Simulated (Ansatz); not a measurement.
H3OSi (charge -1), SMILES [O-][SiH3], the energy of protonation at one site

Run with the Python package of Ansatz (0.2.0).

`h3osi_pa.py`:
```python
# -*- coding: utf-8 -*-
from dataclasses import dataclass
import warnings

import ansatz as az
import numpy as np


@dataclass(frozen=True)
class Settings:
    basis: str = "6-31G*"
    level: str = "MP2"
    charge: int = -1
    fmax: float = 0.01


opts = Settings()


def main():
    warnings.simplefilter("ignore", az.DeckWarning)

    mol = (
        az.Crystal.molecule()
        .atom("O", (-1.44417, 0.27139, 0.7001))
        .atom("Si", (-0.0827, 0.0156, 0.0398))
        .atom("H", (-0.10444, -0.24742, -1.4526))
        .atom("H", (0.69783, -1.17461, 0.56142))
        .atom("H", (0.93348, 1.13504, 0.15128))
    )

    job = (
        mol.calculation()
        .basis(gaussian=opts.basis)
        .correlation(opts.level)
        .charge(opts.charge)
    )
    symbols = [site.symbol for site in mol.cartesian_sites]
    start = np.array([site.position_ang for site in mol.cartesian_sites], dtype=float)
    summary = job.relax(force_tolerance=0.01).run(threads=1, backend="cpu").report
    end = np.array(summary["positions_ang"])

    away = sum((end[0] - end[j]) / np.linalg.norm(end[0] - end[j]) for j in [1]) + np.array([0.15, 0.1, -0.2])
    proton = end[0] + 1.0 * away / np.linalg.norm(away)
    acid = az.Crystal.molecule()
    for symbol, place in zip(symbols, end):
        acid = acid.atom(symbol, place.tolist())
    acid = acid.atom("H", proton.tolist())
    protonated = acid.calculation()
    protonated = protonated.basis(gaussian=opts.basis)
    protonated = protonated.correlation(opts.level)
    protonated = protonated.relax(force_tolerance=opts.fmax, max_steps=80)
    after = protonated.run(threads=1, backend="cpu").report
    xyz = np.array(after["positions_ang"])
    reach = np.linalg.norm(xyz[:-1] - xyz[-1], axis=1)
    print(f"base {summary['free_energy_ev']:.5f} eV, protonated {after['free_energy_ev']:.5f} eV")
    print(f"the proton ends {reach.min():.3f} A from {symbols[reach.argmin()]}{reach.argmin()}")
    print(f"electronic proton affinity {23.060548 * (summary['free_energy_ev'] - after['free_energy_ev']):.1f} kcal/mol")


if __name__ == "__main__":
    main()
```

```console
$ python h3osi_pa.py
base -9954.02388 eV, protonated -9969.99238 eV
the proton ends 0.969 A from O0
electronic proton affinity 368.2 kcal/mol
```

What to keep in mind:
- Total energies depend on the basis set; only differences at equal settings carry meaning.
- The proton is put on one chosen atom, which needn't be the most basic site, so the molecule's proton affinity can be higher; the ends are stationary points, not checked by frequencies, and zero-point and thermal terms count only where printed.
- Anions want diffuse functions, which this basis lacks.
- Timing: 6.4 s on 1 thread of Arm Neoverse V2, with other jobs on the host, peak memory 0.17 GiB.
